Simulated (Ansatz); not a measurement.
System: zinc-blende MgS (metastable phase). Method: PBEsol (plane waves, PAW; Ansatz, a first-principles code).

Run with plane-wave cutoff 520 eV, 10×10×10 k mesh, Fermi–Dirac smearing 0.01 eV, scalar-relativistic PAW data made under PBE.

Cell (measured lattice):

```
MgS
1.0
    0.00000    -2.81100     2.81100
    2.81100    -2.81100     0.00000
    2.81100     0.00000     2.81100
Mg S
1 1
Direct
  0.00000   0.00000   0.00000
  0.25000   0.25000   0.25000
```

Question: Estimate the band gap and width of the whole s-p valence band that the calculation returns.

Answer: 
band gap: 3.40 eV (direct)
width of the whole s-p valence band: 11.34 eV

Measured, for comparison: band gap 4.78 ± 0.1 eV (temperature not stated, extrapolated in composition from an alloy gap of 4.19 eV, direct; extrapolated from a Zn0.2Mg0.8S0.645Se0.355 epilayer; as tabulated in Lucero et al. (2012), arXiv:1111.4515). Computed (rounded) less measured: band gap -1.38 eV.

Note: cell and atoms aren't relaxed at this level (pressure 0.9 GPa).
